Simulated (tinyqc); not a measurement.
G0W0 on RHF in the sto-3g basis, for H2O, spin multiplicity 1, step by step. Computed by tinyqc, a small Python program that keeps every step (integrals from PySCF). Settings: charge = 0, multiplicity = 1, basis = sto-3g, method = RHF, energy threshold = 1e-10, iteration cap = 89, orthogonalisation = symmetric, start = atomic densities, DIIS depth = 6. Command: `OMP_NUM_THREADS=1 python tinyqc.py 30282 30283 out.jsonl` (the two numbers bound the seeds that draw the settings). One thread of a shared host (Intel(R) Xeon(R) Processor @ 2.60GHz), about 0.1 s of CPU time with the checks. The early iterations of the SCF are left out here.

## One-electron integrals

Geometry (angstrom):

| atom | x | y | z |
|---|---|---|---|
| O | 0.00000 | 0.00000 | 0.00000 |
| H | 0.00000 | 0.86200 | 0.55500 |
| H | 0.00000 | -0.86200 | 0.55500 |

Basis sto-3g: exponents (1/bohr^2) and contraction coefficients of normalised primitives:

| element | l (shell) | exponent | coefficient |
|---|---|---|---|
| O | s (1) | 130.70932 | 0.15433 |
| O | s (1) | 23.80886 | 0.53533 |
| O | s (1) | 6.44361 | 0.44463 |
| O | s (2) | 5.03315 | -0.09997 |
| O | s (2) | 1.16960 | 0.39951 |
| O | s (2) | 0.38039 | 0.70012 |
| O | p (3) | 5.03315 | 0.15592 |
| O | p (3) | 1.16960 | 0.60768 |
| O | p (3) | 0.38039 | 0.39196 |
| H | s (1) | 3.42525 | 0.15433 |
| H | s (1) | 0.62391 | 0.53533 |
| H | s (1) | 0.16886 | 0.44463 |

Overlap, kinetic and nuclear-attraction integrals over the contracted functions; the nuclear repulsion is the sum of Za Zb / Rab.

nuclear repulsion = 8.5655297 hartree

overlap S, lower triangle:
```
          1O 1s    1O 2s   1O 2px    1O 2py   1O 2pz    2H 1s    3H 1s
1O 1s   1.00000
1O 2s   0.23670  1.00000
1O 2px  0.00000  0.00000  1.00000
1O 2py  0.00000  0.00000  0.00000   1.00000
1O 2pz  0.00000  0.00000  0.00000   0.00000  1.00000
2H 1s   0.04591  0.43127  0.00000   0.31020  0.19972  1.00000
3H 1s   0.04591  0.43127  0.00000  -0.31020  0.19972  0.18445  1.00000
```

kinetic energy T (hartree), lower triangle:
```
           1O 1s    1O 2s   1O 2px    1O 2py   1O 2pz     2H 1s    3H 1s
1O 1s   29.00320
1O 2s   -0.16801  0.80813
1O 2px   0.00000  0.00000  2.52873
1O 2py   0.00000  0.00000  0.00000   2.52873
1O 2pz   0.00000  0.00000  0.00000   0.00000  2.52873
2H 1s   -0.00630  0.09838  0.00000   0.19729  0.12702   0.76003
3H 1s   -0.00630  0.09838  0.00000  -0.19729  0.12702  -0.00361  0.76003
```

nuclear attraction V (hartree), lower triangle:
```
            1O 1s      1O 2s    1O 2px     1O 2py    1O 2pz     2H 1s     3H 1s
1O 1s   -61.65078
1O 2s    -7.42743  -10.07541
1O 2px    0.00000    0.00000  -9.93094
1O 2py    0.00000    0.00000   0.00000  -10.08185
1O 2pz   -0.01465   -0.17609   0.00000    0.00000  -9.99350
2H 1s    -1.47858   -3.41354   0.00000   -2.17727  -1.45000  -5.54747
3H 1s    -1.47858   -3.41354   0.00000    2.17727  -1.45000  -1.15410  -5.54747
```

core Hamiltonian H = T + V (hartree), lower triangle:
```
            1O 1s     1O 2s    1O 2px    1O 2py    1O 2pz     2H 1s     3H 1s
1O 1s   -32.64758
1O 2s    -7.59545  -9.26728
1O 2px    0.00000   0.00000  -7.40221
1O 2py    0.00000   0.00000   0.00000  -7.55312
1O 2pz   -0.01465  -0.17609   0.00000   0.00000  -7.46477
2H 1s    -1.48488  -3.31516   0.00000  -1.97998  -1.32298  -4.78744
3H 1s    -1.48488  -3.31516   0.00000   1.97998  -1.32298  -1.15772  -4.78744
```

## Two-electron integrals

Functions are numbered as in S; the eight-fold symmetry (ij|kl) = (ji|kl) = (kl|ij) leaves the list below.

Two-electron integrals (ij|kl) in chemists' order, unique and non-zero (hartree):
```
(11|11) 4.78507    (21|11) 0.74138    (21|21) 0.13687    (22|11) 1.11895
(22|21) 0.25663    (22|22) 0.81721    (31|31) 0.02448    (32|31) 0.03781
(32|32) 0.18052    (33|11) 1.11581    (33|21) 0.25668    (33|22) 0.81702
(33|33) 0.88016    (41|41) 0.02448    (42|41) 0.03781    (42|42) 0.18052
(43|43) 0.04744    (44|11) 1.11581    (44|21) 0.25668    (44|22) 0.81702
(44|33) 0.78527    (44|44) 0.88016    (51|51) 0.02448    (52|51) 0.03781
(52|52) 0.18052    (53|53) 0.04744    (54|54) 0.04744    (55|11) 1.11581
(55|21) 0.25668    (55|22) 0.81702    (55|33) 0.78527    (55|44) 0.78527
(55|55) 0.88016    (61|11) 0.14582    (61|21) 0.02670    (61|22) 0.04975
(61|33) 0.04965    (61|41) 0.00104    (61|42) 0.00194    (61|44) 0.04986
(61|51) 0.00067    (61|52) 0.00125    (61|54) 0.00013    (61|55) 0.04974
(61|61) 0.00528    (62|11) 0.35839    (62|21) 0.08324    (62|22) 0.29392
(62|33) 0.28890    (62|41) 0.00526    (62|42) 0.04034    (62|44) 0.29935
(62|51) 0.00339    (62|52) 0.02598    (62|54) 0.00673    (62|55) 0.29323
(62|61) 0.01656    (62|62) 0.13140    (63|31) 0.00867    (63|32) 0.05061
(63|43) 0.00836    (63|53) 0.00538    (63|63) 0.01862    (64|11) 0.21832
(64|21) 0.05136    (64|22) 0.19363    (64|33) 0.18486    (64|41) 0.01151
(64|42) 0.07574    (64|44) 0.20820    (64|51) 0.00183    (64|52) 0.01618
(64|54) 0.00964    (64|55) 0.18761    (64|61) 0.01066    (64|62) 0.10515
(64|64) 0.10180    (65|11) 0.14056    (65|21) 0.03307    (65|22) 0.12467
(65|33) 0.11902    (65|41) 0.00183    (65|42) 0.01618    (65|44) 0.12329
(65|51) 0.00984    (65|52) 0.06103    (65|54) 0.01110    (65|55) 0.13156
(65|61) 0.00687    (65|62) 0.06770    (65|64) 0.05355    (65|65) 0.05310
(66|11) 0.50126    (66|21) 0.11832    (66|22) 0.47942    (66|33) 0.46010
(66|41) 0.00960    (66|42) 0.10180    (66|44) 0.50065    (66|51) 0.00618
(66|52) 0.06554    (66|54) 0.02611    (66|55) 0.47691    (66|61) 0.02374
(66|62) 0.27100    (66|64) 0.24754    (66|65) 0.15938    (66|66) 0.77461
(71|11) 0.14582    (71|21) 0.02670    (71|22) 0.04975    (71|33) 0.04965
(71|41) -0.00104   (71|42) -0.00194   (71|44) 0.04986    (71|51) 0.00067
(71|52) 0.00125    (71|54) -0.00013   (71|55) 0.04974    (71|61) 0.00518
(71|62) 0.01597    (71|64) 0.00941    (71|65) 0.00663    (71|66) 0.02262
(71|71) 0.00528    (72|11) 0.35839    (72|21) 0.08324    (72|22) 0.29392
(72|33) 0.28890    (72|41) -0.00526   (72|42) -0.04034   (72|44) 0.29935
(72|51) 0.00339    (72|52) 0.02598    (72|54) -0.00673   (72|55) 0.29323
(72|61) 0.01597    (72|62) 0.10382    (72|64) 0.05769    (72|65) 0.05189
(72|66) 0.17274    (72|71) 0.01656    (72|72) 0.13140    (73|31) 0.00867
(73|32) 0.05061    (73|43) -0.00836   (73|53) 0.00538    (73|63) 0.01413
(73|73) 0.01862    (74|11) -0.21832   (74|21) -0.05136   (74|22) -0.19363
(74|33) -0.18486   (74|41) 0.01151    (74|42) 0.07574    (74|44) -0.20820
(74|51) -0.00183   (74|52) -0.01618   (74|54) 0.00964    (74|55) -0.18761
(74|61) -0.00941   (74|62) -0.05769   (74|64) -0.01849   (74|65) -0.02823
(74|66) -0.08645   (74|71) -0.01066   (74|72) -0.10515   (74|74) 0.10180
(75|11) 0.14056    (75|21) 0.03307    (75|22) 0.12467    (75|33) 0.11902
(75|41) -0.00183   (75|42) -0.01618   (75|44) 0.12329    (75|51) 0.00984
(75|52) 0.06103    (75|54) -0.01110   (75|55) 0.13156    (75|61) 0.00663
(75|62) 0.05189    (75|64) 0.02823    (75|65) 0.03967    (75|66) 0.09414
(75|71) 0.00687    (75|72) 0.06770    (75|74) -0.05355   (75|75) 0.05310
(76|11) 0.11608    (76|21) 0.02718    (76|22) 0.10326    (76|33) 0.10108
(76|44) 0.10346    (76|51) 0.00178    (76|52) 0.01593    (76|55) 0.10511
(76|61) 0.00533    (76|62) 0.04459    (76|64) 0.03098    (76|65) 0.02584
(76|66) 0.09295    (76|71) 0.00533    (76|72) 0.04459    (76|74) -0.03098
(76|75) 0.02584    (76|76) 0.01843    (77|11) 0.50126    (77|21) 0.11832
(77|22) 0.47942    (77|33) 0.46010    (77|41) -0.00960   (77|42) -0.10180
(77|44) 0.50065    (77|51) 0.00618    (77|52) 0.06554    (77|54) -0.02611
(77|55) 0.47691    (77|61) 0.02262    (77|62) 0.17274    (77|64) 0.08645
(77|65) 0.09414    (77|66) 0.30413    (77|71) 0.02374    (77|72) 0.27100
(77|74) -0.24754   (77|75) 0.15938    (77|76) 0.09295    (77|77) 0.77461
```

## Orthogonalisation

S = U s U^T; symmetric (Loewdin) form X = U s^(-1/2) U^T, so that X^T S X = 1.

eigenvalues of S: 0.38881  0.45950  0.89451  1.00000  1.08494  1.35605  1.81617

X, lower triangle:
```
           1O 1s     1O 2s   1O 2px    1O 2py    1O 2pz     2H 1s    3H 1s
1O 1s    1.02396
1O 2s   -0.14030   1.20135
1O 2px   0.00000   0.00000  1.00000
1O 2py   0.00000   0.00000  0.00000   1.10357
1O 2pz  -0.00795   0.08130  0.00000   0.00000   1.03684
2H 1s    0.02090  -0.26098  0.00000  -0.21330  -0.11868   1.16569
3H 1s    0.02090  -0.26098  0.00000   0.21330  -0.11868  -0.06471  1.16569
```

## Iteration 8 (converged): orbitals

converged F (hartree), lower triangle:
```
            1O 1s     1O 2s    1O 2px    1O 2py    1O 2pz     2H 1s     3H 1s
1O 1s   -20.22588
1O 2s    -5.16024  -2.41633
1O 2px    0.00000   0.00000  -0.37921
1O 2py    0.00000   0.00000   0.00000  -0.27675
1O 2pz   -0.02709  -0.08927   0.00000   0.00000  -0.30376
2H 1s    -1.01728  -0.90802   0.00000  -0.39667  -0.31176  -0.48642
3H 1s    -1.01728  -0.90802   0.00000   0.39667  -0.31176  -0.28175  -0.48642
```

Diagonalise F' = X^T F X, C = X C', fill 5 alpha and 5 beta electrons from the bottom; D = 2 C_occ C_occ^T. Each column has its largest component positive (the first on a tie).

F' = X^T F X (hartree), lower triangle:
```
           1         2         3         4         5         6        7
1  -19.84821
2   -2.69301  -1.25320
3    0.00000   0.00000  -0.37921
4    0.00000   0.00000   0.00000   0.01782
5   -0.05247   0.10264   0.00000   0.00000  -0.18872
6   -0.13687  -0.46752   0.00000  -0.45584  -0.29094   0.00478
7   -0.13687  -0.46752   0.00000   0.45584  -0.29094  -0.07658  0.00478
```

orbital energies (hartree): MO1 -20.23448, MO2 -1.22549, MO3 -0.59584, MO4 -0.42045, MO5 -0.37921, MO6 0.51849, MO7 0.69503

coefficients C:
```
             MO1       MO2       MO3       MO4      MO5       MO6       MO7
1O 1s    0.99426  -0.23608   0.00000   0.09356  0.00000  -0.12675   0.00000
1O 2s    0.02536   0.85936   0.00000  -0.48585  0.00000   0.79407   0.00000
1O 2px   0.00000   0.00000   0.00000   0.00000  1.00000   0.00000   0.00000
1O 2py   0.00000   0.00000   0.59134   0.00000  0.00000   0.00000   0.97937
1O 2pz   0.00345   0.09881   0.00000   0.79287  0.00000   0.68664   0.00000
2H 1s   -0.00531   0.15492   0.44537   0.29272  0.00000  -0.76092  -0.77722
3H 1s   -0.00531   0.15492  -0.44537   0.29272  0.00000  -0.76092   0.77722
```

D after iteration 8, lower triangle:
```
           1O 1s     1O 2s   1O 2px    1O 2py   1O 2pz     2H 1s    3H 1s
1O 1s    2.10609
1O 2s   -0.44624   1.95040
1O 2px   0.00000   0.00000  2.00000
1O 2py   0.00000   0.00000  0.00000   0.69936
1O 2pz   0.10857  -0.60042  0.00000   0.00000  1.27682
2H 1s   -0.02894  -0.01843  0.00000   0.52673  0.49475   0.61614
3H 1s   -0.02894  -0.01843  0.00000  -0.52673  0.49475  -0.17729  0.61614
```

## Convergence

Stop when the energy changes by less than 1e-10 hartree and every element of the error matrix X^T (F D S - S D F) X is below 3e-06.

Course of the cycle:

| iteration | E (hartree) | change | largest element of the error matrix |
|---|---|---|---|
| 1 | -75.3325245 | - | 1.16e+00 |
| 2 | -74.9154582 | 4.17e-01 | 1.89e-01 |
| 3 | -74.9529410 | -3.75e-02 | 2.28e-02 |
| 4 | -74.9534473 | -5.06e-04 | 4.94e-03 |
| 5 | -74.9534792 | -3.20e-05 | 2.67e-04 |
| 6 | -74.9534795 | -2.92e-07 | 4.27e-05 |
| 7 | -74.9534795 | -6.47e-09 | 1.88e-07 |
| 8 | -74.9534795 | -9.95e-14 | 8.33e-11 |

PySCF RHF in the same basis = -74.9534795 hartree

Converged in 8 iterations.

## Integrals over molecular orbitals

(pq|rs) = sum C_ip C_jq C_kr C_ls (ij|kl), one index at a time.

one-electron integrals over orbitals h = C^T H C (hartree), lower triangle:
```
           1         2         3         4         5         6         7
1  -32.63032
2    0.56492  -7.59835
3    0.00000   0.00000  -6.16695
4   -0.20922   0.46737   0.00000  -6.86570
5    0.00000   0.00000   0.00000   0.00000  -7.40221
6    0.29330  -1.30741   0.00000  -1.14290   0.00000  -5.22797
7    0.00000   0.00000  -1.76870   0.00000   0.00000   0.00000  -5.60139
```

Two-electron integrals over orbitals (pq|rs), unique and non-zero (hartree):
```
(11|11) 4.74544    (21|11) -0.42275   (21|21) 0.05961    (22|11) 1.01026
(22|21) -0.01430   (22|22) 0.72096    (31|31) 0.01035    (32|31) 0.01688
(32|32) 0.13918    (33|11) 0.77279    (33|21) -0.00447   (33|22) 0.62554
(33|33) 0.61018    (41|11) 0.16612    (41|21) -0.02109   (41|22) 0.01353
(41|33) 0.00562    (41|41) 0.02624    (42|11) -0.13135   (42|21) 0.00825
(42|22) -0.00996   (42|33) 0.00569    (42|41) 0.02029    (42|42) 0.12892
(43|31) -0.00251   (43|32) 0.02569    (43|43) 0.04871    (44|11) 0.98791
(44|21) -0.01253   (44|22) 0.67780    (44|33) 0.58307    (44|41) -0.01080
(44|42) -0.10341   (44|44) 0.76216    (51|51) 0.02601    (52|51) 0.03286
(52|52) 0.14739    (53|53) 0.02718    (54|51) -0.01208   (54|52) -0.04332
(54|54) 0.05198    (55|11) 1.11534    (55|21) -0.01192   (55|22) 0.74989
(55|33) 0.61177    (55|41) 0.00462    (55|42) -0.07071   (55|44) 0.72070
(55|55) 0.88016    (61|11) -0.22733   (61|21) 0.03400    (61|22) -0.00269
(61|33) -0.00011   (61|41) 0.00083    (61|42) 0.01984    (61|44) -0.01705
(61|55) -0.00607   (61|61) 0.02822    (62|11) 0.29180    (62|21) -0.00689
(62|22) 0.13598    (62|33) 0.06623    (62|41) 0.01809    (62|42) 0.02607
(62|44) 0.08399    (62|55) 0.15239    (62|61) 0.00654    (62|62) 0.09695
(63|31) 0.00246    (63|32) -0.04622   (63|43) -0.03426   (63|63) 0.08011
(64|11) 0.23159    (64|21) -0.00245   (64|22) 0.10716    (64|33) 0.04275
(64|41) 0.00342    (64|42) -0.02798   (64|44) 0.12304    (64|55) 0.12534
(64|61) 0.00035    (64|62) 0.06416    (64|64) 0.07444    (65|51) 0.01511
(65|52) 0.05758    (65|54) 0.00118    (65|65) 0.03669    (66|11) 0.77018
(66|21) -0.00705   (66|22) 0.59255    (66|33) 0.55554    (66|41) 0.01956
(66|42) 0.05660    (66|44) 0.53948    (66|55) 0.57368    (66|61) 0.00763
(66|62) 0.08752    (66|64) 0.04552    (66|66) 0.58050    (71|31) 0.01489
(71|32) 0.02289    (71|43) -0.00372   (71|63) 0.00305    (71|71) 0.02147
(72|31) 0.01437    (72|32) 0.04873    (72|43) -0.02959   (72|63) 0.03227
(72|71) 0.01961    (72|72) 0.06564    (73|11) 0.36904    (73|21) -0.00718
(73|22) 0.15489    (73|33) 0.09012    (73|41) -0.00040   (73|42) -0.07106
(73|44) 0.16022    (73|55) 0.19757    (73|61) -0.00608   (73|62) 0.07540
(73|64) 0.08289    (73|66) 0.03942    (73|73) 0.15261    (74|31) -0.00844
(74|32) -0.07198   (74|43) -0.00274   (74|63) 0.05003    (74|71) -0.01204
(74|72) -0.01784   (74|74) 0.06598    (75|53) 0.02398    (75|75) 0.02548
(76|31) 0.00881    (76|32) 0.09744    (76|43) 0.05404    (76|63) -0.07306
(76|71) 0.01222    (76|72) -0.00406   (76|74) -0.05753   (76|76) 0.11892
(77|11) 0.87049    (77|21) -0.00966   (77|22) 0.61981    (77|33) 0.59700
(77|41) 0.00364    (77|42) -0.01960   (77|44) 0.60241    (77|55) 0.62408
(77|61) -0.00510   (77|62) 0.06709    (77|64) 0.04711    (77|66) 0.55451
(77|73) 0.10312    (77|77) 0.61400
```

## Screening: direct RPA

With D = e_a - e_i and K = (ia|jb): diagonalise D^(1/2) (D + 4K) D^(1/2) = Z w^2 Z^T; X + Y = D^(1/2) Z w^(-1/2), each column of Z with its largest component positive (the first on a tie); E_c = (sum w - tr (D + 2K)) / 2.

D^(1/2) (D + 4K) D^(1/2) (hartree^2), lower triangle:
```
           1>6        1>7      2>6       2>7      3>6      3>7      4>6      4>7
1>6  433.02840
1>7    0.00000  439.84159
2>6    0.15727    0.00000  3.71784
2>7    0.00000    0.49738  0.00000   4.19266
3>6    0.00000    0.05883  0.00000   0.18884  1.59882
3>7   -0.12584    0.00000  0.45254   0.00000  0.00000  2.45435
4>6    0.00624    0.00000  0.32839   0.00000  0.00000  0.36501  1.16119
4>7    0.00000   -0.23261  0.00000  -0.10445  0.22313  0.00000  0.00000  1.53867
5>6    0.00000    0.00000  0.00000   0.00000  0.00000  0.00000  0.00000  0.00000
5>7    0.00000    0.00000  0.00000   0.00000  0.00000  0.00000  0.00000  0.00000

         5>6      5>7
5>6  0.93761
5>7  0.00000  1.26345
```

excitation energies w (hartree): 0.96830  1.02410  1.12403  1.15286  1.33854  1.53473  1.98220  2.05151  20.80934  20.97242

X + Y:
```
           1         2        3         4         5         6         7         8
1>6  0.00000  -0.00023  0.00000   0.00000   0.00000   0.00145  -0.00081   0.00000
1>7  0.00000   0.00000  0.00000   0.00172   0.00114   0.00000   0.00000  -0.00372
2>6  0.00000  -0.10586  0.00000   0.00000   0.00000  -0.37271   0.87549   0.00000
2>7  0.00000   0.00000  0.00000   0.09151  -0.03534   0.00000   0.00000   0.96469
3>6  0.00000   0.00000  0.00000  -0.65365   0.67861   0.00000   0.00000   0.05106
3>7  0.00000  -0.25371  0.00000   0.00000   0.00000   0.84239   0.26181   0.00000
4>6  0.00000   0.92951  0.00000   0.00000   0.00000   0.14439   0.10566   0.00000
4>7  0.00000   0.00000  0.00000   0.73145   0.60962   0.00000   0.00000  -0.02442
5>6  0.96285   0.00000  0.00000   0.00000   0.00000   0.00000   0.00000   0.00000
5>7  0.00000   0.00000  0.97760   0.00000   0.00000   0.00000   0.00000   0.00000

            9        10
1>6   0.99864   0.00000
1>7   0.00000   0.99898
2>6   0.00011   0.00000
2>7   0.00000   0.00035
3>6   0.00000   0.00003
3>7  -0.00007   0.00000
4>6   0.00000   0.00000
4>7   0.00000  -0.00012
5>6   0.00000   0.00000
5>7   0.00000   0.00000
```

RPA correlation energy = -0.0578479 hartree

## G0W0 on Hartree-Fock: HOMO

W(p,q,m) = sqrt2 sum_ia (pq|ia) (X+Y)_ia,m; Sigma_c(x) = sum_(i,m) W^2/(x - e_i + w_m) + sum_(a,m) W^2/(x - e_a - w_m); solve x = e_p + Sigma_c(x) by Newton steps; Z = 1/(1 - dSigma/dx); 1 hartree = 27.211386 eV.

The 12 largest terms at x = e_p (hartree; W for the signs of X + Y given):

| q | m | W | term |
|---|---|---|---|
| 5 | 7 | 0.28056 | 0.03971 |
| 5 | 6 | 0.18064 | 0.02126 |
| 5 | 2 | 0.07107 | 0.00493 |
| 2 | 1 | 0.07841 | 0.00339 |
| 6 | 1 | 0.04996 | -0.00134 |
| 3 | 3 | 0.03315 | 0.00082 |
| 7 | 3 | 0.03522 | -0.00056 |
| 1 | 1 | 0.02057 | 2.03e-05 |
| 5 | 9 | -0.00858 | 3.53e-06 |
| 4 | 1 | 0.00160 | 2.55e-06 |

Newton steps (hartree):

| step | x | Sigma_c(x) | Z |
|---|---|---|---|
| 0 | -0.37921 | 0.06824 | 0.95955 |
| 1 | -0.31373 | 0.06558 | 0.96236 |
| 2 | -0.31363 | 0.06557 | 0.96237 |
| 3 | -0.31363 | 0.06557 | 0.96237 |

quasiparticle energy of the HOMO = -8.53442 eV

Hartree-Fock value = -10.31876 eV

## G0W0 on Hartree-Fock: LUMO

As before.

The 12 largest terms at x = e_p (hartree; W for the signs of X + Y given):

| q | m | W | term |
|---|---|---|---|
| 7 | 5 | -0.11949 | -0.00942 |
| 6 | 7 | 0.12975 | -0.00849 |
| 2 | 7 | 0.15754 | 0.00666 |
| 3 | 5 | 0.11841 | 0.00572 |
| 4 | 7 | 0.12125 | 0.00503 |
| 4 | 6 | 0.08013 | 0.00260 |
| 4 | 2 | 0.05851 | 0.00174 |
| 5 | 1 | 0.04996 | 0.00134 |
| 6 | 2 | 0.03259 | -0.00104 |
| 2 | 6 | 0.05184 | 0.00082 |
| 3 | 8 | 0.04807 | 0.00073 |
| 2 | 2 | 0.04276 | 0.00066 |

Newton steps (hartree):

| step | x | Sigma_c(x) | Z |
|---|---|---|---|
| 0 | 0.51849 | 0.00637 | 0.97954 |
| 1 | 0.52473 | 0.00624 | 0.97949 |
| 2 | 0.52473 | 0.00624 | 0.97949 |

quasiparticle energy of the LUMO = 14.27870 eV

Hartree-Fock value = 14.10888 eV
